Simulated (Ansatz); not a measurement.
# AlNH2+ (doublet): the correlation ladder, 6-31G

One table from this session's results is given with a row withheld; the runs are named, their logs left out.

Method: 6-31G, core rule «outside noble gas», up to 6 orbitals frozen; program: Ansatz 0.2.0, Gaussian basis.

Plan: UHF; CCSD(T) on ROHF; CCSD(T) on UHF; BCCD(T) on ROHF; CISD; CCSDT(Q) on ROHF; CCSDT(Q) on UHF; CISDTQ; CCSDTQ on ROHF; CCSDTQ on UHF; Full CI.

10 further runs of the same task are left out: 7 for a known fault of the program, 3 set aside as unsound or not needed.

### The system

The geometry is a PBE0/def2-TZVP stationary point (not a proven minimum) of the parent state, kept for this charge and spin.

4 atoms, charge 1, spin multiplicity 2.

Atoms are counted from 1 here; the program's logs count them from 0.

Bond lengths: Al1–N2 1.796 Å, N2–H3 1.012 Å, N2–H4 1.012 Å. Angles: Al1–N2–H3 125.6°, Al1–N2–H4 125.6°, H3–N2–H4 108.7°.

The first run:

in.yaml reads:

```yaml
crystal:
  periodic: [false, false, false]
  atoms:
    - {symbol: Al, position_ang: [0.000000, 0.000000, 0.696811]}
    - {symbol: N, position_ang: [0.000000, 0.000000, -1.099242]}
    - {symbol: H, position_ang: [0.000000, 0.822256, -1.688737]}
    - {symbol: H, position_ang: [0.000000, -0.822256, -1.688737]}
basis:
  gaussian: {orbitals: 6-31G}
total_charge: 1
magnetization: {spin_polarized: true, initial_magnetization: 1}
hamiltonian: {xc: hf}
output: {orbitals: {seedname: orbitals}}
```

Launch:

```console
$ ansatz run in.yaml --threads 1 --pin off --events-out ev --progress --plain --max-ram 3968MiB --backend cpu
```

Among the steps run: UHF; CCSD(T) on ROHF; CCSD(T) on UHF; BCCD(T) on ROHF; CISD; CCSDT(Q) on ROHF; CCSDT(Q) on UHF; CISDTQ; CCSDTQ on ROHF; CCSDTQ on UHF; Full CI.

One of the session's tables, all rows but one given; the rest of the session is left out.

It belongs to the step «Misses and costs». 

| method | from FCI (meV) |
| --- | --- |
| ROHF | +4011.3 |
| UHF | +3980.9 |
| RMP2 | +451.0 |
| UMP2 | +437.7 |
| CISD | +336.0 |
| RCCSD | +127.3 |
| UCCSD | +125.6 |
| RCCSD(T) | +25.4 |
| UCCSD(T) | +25.1 |
| BCCD(T) | +28.3 |
| RCCSDT | ? |
| UCCSDT | +11.4 |
| CISDTQ | +14.6 |
| RCCSDT(Q) | -0.5 |
| UCCSDT(Q) | -3.7 |
| RCCSDTQ | +0.2 |
| UCCSDTQ | -0.3 |
| FCI | 0 |

Q: Estimate the row for RCCSDT from the others.

As computed: from FCI (meV): +11.9. In the column «from FCI (meV)» it lies between UCCSDT (+11.4) and CISDTQ (+14.6).

To keep in mind: UCCSDT(Q) falls below full CI: unrestricted runs freeze a spin-polarised core, another one than full CI's, and coupled cluster isn't variational. Levels on UHF freeze UHF's core orbitals, full CI those of ROHF, so the U rows can settle a little off it for that reason alone. Restricted and unrestricted rows rest on different reference determinants; where their highest levels disagree by more than a few hundredths of an eV, they describe different states and don't form one ladder.
